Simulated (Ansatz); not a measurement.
Born–Oppenheimer molecular dynamics of BClFH (4 atoms, charge 0, multiplicity 1). It starts at the highest image of a converged band. Of that band: Neighbouring images differ by up to 2.1 eV, so the band resolves the path poorly. A vibrational analysis at the climbing image gives one clearly imaginary mode, 822i cm⁻¹: a first-order saddle point.

These are results of Ansatz, RKS PBE0-D4/def2-SVP, not measurements.

```
ensemble                      : NVE (velocity Verlet)
time step                     : 0.5 fs
steps asked                   : 200
starting velocities drawn for : 100 K
seed                          : 8155
```

First frame:

```xyz
4
Properties=species:S:1:pos:R:3
B 0.098 0.000 -0.535
Cl 1.203 0.000 1.678
H 1.278 0.000 0.085
F -1.155 0.000 -0.407
```

(1) How far do the bonds stretch over the last three quarters of this one trajectory? (Pairs bonded in most of those frames.)

Results:

(1) 
```
  bond  mean (Å)  spread (Å)  shortest  longest
 B1–F4     1.261       0.003      1.26     1.27
Cl2–H3     1.309       0.058      1.22     1.42
```

Mean temperature of the second half: 828 K. The conserved energy stayed within 0.31 meV per atom of its start (net change 0.0052 meV per atom), so the integration is sound. The kinetic energy rose, since the run started high on the potential surface and went downhill. It ends in pieces (BF + ClH), so much of that is their flight and rotation, not heat. A run of 0.1 ps of so small a system gives no equilibrium averages. The orbitals stay closed-shell, which can raise the energy where a bond breaks towards radicals; this wasn't checked here.

Time of the run: 2.9 min on 1 thread of Arm Neoverse V2 (shared host), peak memory 0.09 GiB.
